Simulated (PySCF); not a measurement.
**PH+: from the state search to spectroscopic constants**

The task here is to estimate one member of a computed series from the others.

Program: PySCF 2.14.0. Level of theory: P def2-TZVPPD, H def2-TZVPPD, no relativity. These are calculated values, not measurements.

Set-up of the first run:

The job is set up so:

| Item | Value |
| --- | --- |
| atoms | P, H |
| charge | 1 |
| basis | P def2-TZVPPD, H def2-TZVPPD |
| Hamiltonian | no relativity |
| basis functions | 65 |
| electrons treated | 15 |
| masses in u | 30.9738, 1.0078 |
| levels | PBE0, PBE, r²SCAN, r²SCAN0, BLYP, BHandHLYP, M06-2X, TPSS, HSE06, HF, MP2, SCS-MP2, CCSD, CCSD(T) |
| grid | 80 radial by 434 angular points |
| occupations | held fixed by the projection of orbital angular momentum |
| dissociation limit | P+ + H, each in its ground configuration |
| starting distance in angstrom | 1.485 |
| values of 2S to try | 1, 3 |

The run is started by

```console
$ OMP_NUM_THREADS=1 python dia.py task.json out
```

Among the steps run: Set-up; First curve: PBE0; Other states along the same grid; PBE (GGA); r²SCAN; r²SCAN0 (hybrid meta-GGA); BLYP (GGA); BHandHLYP (global hybrid GGA); M06-2X (hybrid meta-GGA); TPSS; HSE06 (range-separated hybrid); UHF (mean field); Correlated methods on the Hartree–Fock reference.

One of the session's tables, all rows but one given; the rest of the session is left out.

Energy (eV) from each level's lowest point:

```
R (Å)    UHF  UHF-MP2  UHF-SCS-MP2  UHF-CCSD  UHF-CCSD(T)
1.234  0.479    0.496        0.497       n/a          n/a
1.292  0.197    0.211        0.212     0.227        0.232
1.349  0.046    0.055        0.056     0.065        0.069
1.392  0.000    0.005        0.005     0.010        0.012
1.435  0.001    0.000        0.000     0.000        0.000
1.478      ?        ?            ?         ?            ?
1.536  0.141    0.122        0.121     0.107        0.102
1.607  0.324    0.290        0.287     0.261        0.252
1.693  0.603    0.546        0.542     0.498        0.485
1.808  1.032    0.946        0.942       n/a          n/a
```

Estimate the missing values for R (Å) = 1.478.

Worked estimate for «UHF». A straight line through the neighbours (1.435, 0.001) and (1.536, 0.141) gives 0.001 + (0.141 − 0.001) × (1.478 − 1.435) / (1.536 − 1.435) = 0.061; a parabola fitted to 4 rows on both sides gives 0.042.

The run gave: UHF: 0.041; UHF-MP2: 0.033; UHF-SCS-MP2: 0.032; UHF-CCSD: 0.026; UHF-CCSD(T): 0.025. In «UHF» the line misses by +0.020 and the parabola by +0.001.

To keep in mind: Lowest PBE0 solution found, without spin–orbit coupling: ²Π (doublet), unpaired electrons π ↑. Warnings in the runs' records: inverted.
